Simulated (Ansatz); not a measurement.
Compare A (`CS/C=C(/N)O`) with its isomer B (`CC1(O)NCS1`).

Calculated with Ansatz (gas phase, PBE0-D4/def2-TZVP geometries, no zero-point term in ΔE). CCSD(T)/CBS is the MP2 limit (def2-TZVPP, def2-QZVPP) plus CCSD(T) − MP2 in def2-TZVPP, frozen cores. DFT in def2-TZVPP. B3LYP here is the variant with VWN-RPA as its local correlation; programs differ in this. Each species was taken in one conformer, which may not be the lowest.

A:

Z-matrix (Å, degrees):
```
C
S 1 1.812
H 1 1.090 2 110.9
H 1 1.092 2 107.1 3 -119.5
H 1 1.090 2 110.3 3 121.9
C 2 1.736 1 103.5 3 -57.9
C 6 1.355 2 119.1 1 97.1
H 6 1.082 2 120.3 1 -85.5
N 7 1.365 6 125.4 2 -178.6
O 7 1.336 6 122.8 2 -0.7
H 9 1.007 7 115.2 6 -155.9
H 9 1.005 7 116.1 6 -17.4
H 10 0.979 7 104.9 6 2.5
```

B:

Z-matrix (Å, degrees):
```
C
C 1 1.508
H 1 1.090 2 110.6
H 1 1.090 2 110.3 3 -120.4
H 1 1.094 2 109.2 3 120.7
O 2 1.376 1 107.5 3 178.6
N 2 1.456 1 116.2 3 -53.0
S 2 1.872 1 113.3 3 49.3
H 6 0.964 2 106.7 1 171.7
C 7 1.457 2 99.8 1 99.9
H 7 1.014 2 114.3 1 -23.9
H 10 1.091 7 114.0 2 134.4
H 10 1.095 7 114.7 2 -98.0
```

(1) Which isomer does CCSD(T)/CBS put lower? Give the gap. (Best estimate.)

(2) Give E(B) − E(A) in kcal/mol with MP2/def2-TZVPP, HF/def2-TZVPP, r2SCAN-D4, B3LYP-D4, PBE0-D4, B2PLYP, CCSD(T)/def2-TZVPP. (An estimate is asked.)

Largest T1 diagnostic: 0.012.

Answers

(1) Ansatz gave: A, by 7.5 kcal/mol.

(2) Computed: MP2/def2-TZVPP 7.4, HF/def2-TZVPP 12.1, r2SCAN-D4 12.2, B3LYP-D4 12.7, PBE0-D4 9.7, B2PLYP 11.5, CCSD(T)/def2-TZVPP 6.9. None reverses the order clearly.

In def2-TZVPP, CCSD(T) changes the Hartree–Fock value by −5.2 kcal/mol (the triples alone add −0.1 kcal/mol) and MP2 by −4.7 kcal/mol. From PBE to PBE0 (25 % exact exchange), in def2-TZVPP and without D4, E(B) − E(A) moves by −1.7 kcal/mol.
